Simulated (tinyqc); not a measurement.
Ways to converge the cycle: SCF convergence aids in the sto-6g basis, for CH2, spin multiplicity 3. Computed by the program tinyqc with PySCF. 

Geometry (angstrom):
```
atom       x        y       z
C     0.0000   0.0000  0.0000
H     0.0000   0.8890  0.5810
H     0.0000  -0.8890  0.5810
```

lowest solution found by these runs and by PySCF with stability checks = -38.812406 hartree

UHF with one setting changed at a time; a run stops when the energy changes by less than 1e-09 hartree and the error matrix is below 1e-5. The start is the Wolfsberg-Helmholz matrix. Damping d keeps d of the old density; a shift (hartree) raises the virtual levels; DIIS n extrapolates F over n matrices.

Largest element of the error matrix X^T (FDS - SDF) X:
```
iteration    plain  damping 0.3  damping 0.6  shift 0.4   DIIS 3   DIIS 8
1          2.0e-01      2.0e-01      2.0e-01    2.0e-01  2.0e-01  2.0e-01
2          3.5e-02      7.1e-02      1.3e-01    5.5e-02  3.5e-02  3.5e-02
3          1.1e-02      2.9e-02      8.0e-02    2.7e-02  8.1e-03  8.1e-03
4          3.5e-03      1.5e-02      5.1e-02    1.3e-02  1.3e-03  1.3e-03
5          1.5e-03      8.1e-03      3.2e-02    6.0e-03  5.6e-04  3.6e-04
6          7.3e-04      4.2e-03      2.2e-02    2.9e-03  1.5e-04  8.4e-05
8          2.2e-04      1.3e-03      1.1e-02    7.3e-04  8.6e-06  2.4e-06
10         8.0e-05      5.3e-04      6.1e-03    2.6e-04        -        -
14         1.2e-05      1.2e-04      1.8e-03    4.5e-05        -        -
20               -      1.7e-05      4.0e-04          -        -        -
30               -            -      5.3e-05          -        -        -
```

How each run ends:
```
run          iterations  E (hartree)         state
plain                16    -38.81241  lowest found
damping 0.3          23    -38.81241  lowest found
damping 0.6          41    -38.81241  lowest found
shift 0.4            19    -38.81241  lowest found
DIIS 3                9    -38.81241  lowest found
DIIS 8                8    -38.81241  lowest found
```

6 of 6 runs reach the lowest solution found, in 8 to 41 iterations (fastest: DIIS 8). Plain steps already contract here, so damping only slows them. DIIS 3 and DIIS 8 gain by cancelling the error over several earlier matrices, much as a quasi-Newton step does.
